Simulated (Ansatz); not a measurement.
**AlH₄+ (singlet): from Hartree-Fock to the top rungs at scale of all distances = 1.000, cc-pVDZ**

An exercise on one series of results from a longer session: the logs are not shown, and one member is left open.

Program: Ansatz 0.2.0, Gaussian basis. Level of theory: cc-pVDZ, core rule «outside noble gas», up to 5 orbitals frozen. These are calculated values, not measurements.

The runs, in order: UHF; CCSD(T) on RHF; BCCD(T) on RHF; CISD; CCSDT(Q) on RHF; CASSCF and MRCISD+Q, 2 electrons in 2 orbitals; CASSCF and NEVPT2, 2 electrons in 2 orbitals; Full CI.

17 further runs of the same task are left out: 6 for a known fault of the program, 10 that didn't finish, 1 set aside as unsound or not needed.

**The system**

The geometry derives from a PBE0/def2-TZVP stationary point (not a proven minimum). All distances are scaled together.

5 atoms, charge 1, spin multiplicity 1.

Atoms are counted from 1 here; the program's logs count them from 0.

Bond lengths: Al1–H4 1.552 Å, Al1–H5 1.552 Å, H2–H3 0.770 Å. Angles: H4–Al1–H5 164.0°.

Geometry (Å):

```xyz
5

Al    0.0000    0.0000   -0.1186
H     0.0000   -0.3848    1.9224
H     0.0000    0.3848    1.9224
H     0.0000    1.5369   -0.3348
H     0.0000   -1.5369   -0.3348
```

The first run:

Contents of in.yaml:

```yaml
crystal:
  periodic: [false, false, false]
  atoms:
    - {symbol: Al, position_ang: [0.000000, 0.000000, -0.118619]}
    - {symbol: H, position_ang: [0.000000, -0.384792, 1.922431]}
    - {symbol: H, position_ang: [0.000000, 0.384794, 1.922430]}
    - {symbol: H, position_ang: [0.000000, 1.536935, -0.334772]}
    - {symbol: H, position_ang: [0.000000, -1.536935, -0.334770]}
basis:
  gaussian: {orbitals: cc-pVDZ}
total_charge: 1
magnetization: {spin_polarized: true, initial_magnetization: 0}
hamiltonian: {xc: hf}
output: {orbitals: {seedname: orbitals}}
```

On the command line:

```sh
> ansatz run in.yaml --threads 1 --pin off --events-out ev --progress --plain --max-ram 2393MiB
```

Steps of the session up to this table: UHF; CCSD(T) on RHF; BCCD(T) on RHF; CISD; CCSDT(Q) on RHF; CASSCF and MRCISD+Q, 2 electrons in 2 orbitals; CASSCF and NEVPT2, 2 electrons in 2 orbitals; Full CI.

One of the session's tables, all rows but one given; the rest of the session is left out.

It belongs to the step «Misses and costs». 

| method | from FCI (meV) |
| --- | --- |
| RHF | +2892.5 |
| RMP2 | +724.1 |
| CISD | +135.4 |
| RCCSD | +33.3 |
| RCCSD(T) | +9.1 |
| BCCD(T) | +8.9 |
| RCCSDT | +0.9 |
| RCCSDT(Q) | +0.2 |
| CASSCF pair | ? |
| NEVPT2 pair | +688.9 |
| FCI | 0 |

Q: Estimate the row for CASSCF pair from the others.

**Answer.** from FCI (meV): +2413.0. In the column «from FCI (meV)» it lies between RMP2 (+724.1) and RHF (+2892.5).

Not comparable, so not listed: CASSCF and MRCISD+Q, 2 electrons in 2 orbitals (they don't share determinant, frozen orbitals or solution with the rows shown, or repeat one).

Limits of these values: Warnings in the runs' records: passed over end.
